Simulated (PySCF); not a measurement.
Compound: 1,4-dioxane, C4H8O2.
SMILES with atom numbers: `[CH2:1]1[CH2:2][O:3][CH2:4][CH2:5][O:6]1` (hydrogens: H7, H8 on C1; H9, H10 on C2; H11, H12 on C4; H13, H14 on C5)

Level: wB97X-D/pcSseg-2 in PySCF, non-relativistic, on one gas-phase PBE0-D3(BJ)/def2-TZVP geometry that isn't relaxed in the solvent. The solvent is an IEF-PCM continuum (cavity from Bondi-type radii × 1.2). Specific hydrogen bonds and non-electrostatic terms are outside this model.

Gas phase at wB97X-D/pcSseg-2: HOMO -8.87 eV, LUMO 2.53 eV, dipole 0.00 D.

Question: What does the continuum do to the energy, the frontier levels and the dipole at wB97X-D/pcSseg-2 in chloroform?

Answer: 
```csv
solvent,ε,E(solvent) − E(gas) (kcal/mol),polarisation term (kcal/mol),distortion of the solute (kcal/mol),HOMO (eV),LUMO (eV),dipole (D)
chloroform,4.711,-3.56,-3.88,0.32,-8.86,2.68,0.01
```

Polarisation term: ½ Σ q·V over the induced surface charges. Distortion: the rise of the solute's own energy as its density leaves the gas-phase optimum. Charge and dipole vanish, so a point-dipole model would give no lowering at all.

Hardware: an AMD EPYC 7R43 with 2 threads, shared host with 256 logical CPUs at a one-minute load of 185. Cost: 54 s wall, 2.1 min CPU, 2.5 GiB resident at most. This is the whole shielding run at wB97X-D/pcSseg-2 in chloroform, SCF included.

wB97X-D is run here without its empirical dispersion term; that term would change no orbital, density or response property at a fixed geometry.
